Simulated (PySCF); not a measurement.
# CH6Si: the cost of one run

The runs use PySCF 2.14.0, with density-fitted response routines of our own; the level of theory stands in each step. All values are computed, except where a source is named. Atoms count from 0, in the outputs and in this text.

### Step 1. The starting structure

8 atoms, charge 0, multiplicity 1; geometry from: GFN2-xTB. The atoms were then displaced at random by about 0.03 Å, so the start is not that level's minimum.

Bonds of the start (Å): C0–Si1 1.83, C0–H2 1.16, C0–H3 0.99, C0–H4 1.17, Si1–H5 1.49, Si1–H6 1.47, Si1–H7 1.48.

### Step 2. Optimising the geometry at PBE0-D3(BJ)/def2-SVP

Job settings and geometry (Å):

```
{"job": {"xc": "PBE0", "basis": "def2-SVP", "d3": "d3bj", "grid": 1, "shake": 0.03, "kind": "geom"}, "charge": 0, "multiplicity": 1}
C     -0.912740    -0.191370     0.026630
Si     0.890230     0.101970    -0.031530
H     -1.492650     0.471350     0.774880
H     -1.136620    -1.147240     0.181840
H     -1.436750     0.161410    -0.959080
H      1.226360     1.470280    -0.521790
H      1.523320    -0.894920    -0.913790
H      1.495190    -0.038310     1.310000
```

On the command line:

```
$ OMP_NUM_THREADS=1 python probes_run.py task.json out
```

This one command runs all jobs of the session in turn.

**Question.** How long does this first job take on 1 thread of Arm Neoverse V1, shared host, and how much memory does it need?

About 8.8 s, with a peak of 0.27 GiB.
